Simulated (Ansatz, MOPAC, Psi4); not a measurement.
Species: molecular fluorine, F₂ (charge 0, singlet). SMILES: FF
Structure (B3LYP-D3(BJ)/def2-TZVP (Ansatz, a quantum-chemistry and plane-wave program) minimum search):
```
F
F 1 1.3965
```

Property: enthalpy of formation at 298 K, in kcal/mol. Set-up: no spin-orbit coupling; six Cartesian d functions in 6-31G* and its kin unless marked 5d; 6-311+G** with 5d; LANL2DZ all-electron up to Ne; frozen cores in correlated levels; non-relativistic; UHF or UKS for open shells. First-principles rows: single points at B3LYP-D3(BJ) geometries (Ansatz), with unscaled harmonic terms from B3LYP/6-31G* at its own minima, enthalpies of formation by atomisation with measured atoms. Semi-empirical rows: MOPAC heats of formation at their own minima for 298 K. The Hartree-Fock reference of FF is unstable towards a lower, spin-broken solution.

Measured values: Active Thermochemical Tables 1.112 (ions: stationary electron), as tabulated in the package chemicals; they hold spin-orbit and core effects, anharmonicity. 

Value to compare with, the measured value: 0.0 kcal/mol.

| level | program | enthalpy of formation at 298 K (kcal/mol) | error |
|---|---|---|---|
| MNDO | MOPAC | 7.3 | 7.3 |
| HF/3-21G | Ansatz | 67.2 | 67.2 |
| HF/6-31G* | Ansatz | 72.7 | 72.7 |
| PBE/6-31G* | Ansatz | -20.1 | -20.1 |
| PBE/6-311+G** | Ansatz | -8.7 | -8.7 |
| B3LYP/3-21G | Ansatz | -7.3 | -7.3 |
| B3LYP/6-31G* | Ansatz | -3.7 | -3.7 |
| B3LYP/6-311+G** | Ansatz | 6.8 | 6.8 |
| wB97X-D/6-31G* | Psi4 | -1.4 | -1.4 |
| MP2/LANL2DZ | Ansatz | 23.7 | 23.7 |
| B3LYP-D3(BJ)/def2-TZVPD | Ansatz + dftd3 | 1.5 | 1.5 |

Among the 10 habitual levels, HF/6-31G* lies farthest from the measured value (72.7 kcal/mol) and wB97X-D/6-31G* nearest (-1.4); 5 of 10 lie above it, and their mean absolute error is 21.9 kcal/mol, the median 8.0. One case shows no general order.

The levels are drawn from those run, B3LYP/6-31G* more often than the rest, none by its result; runs whose electronic state is in doubt are left out.
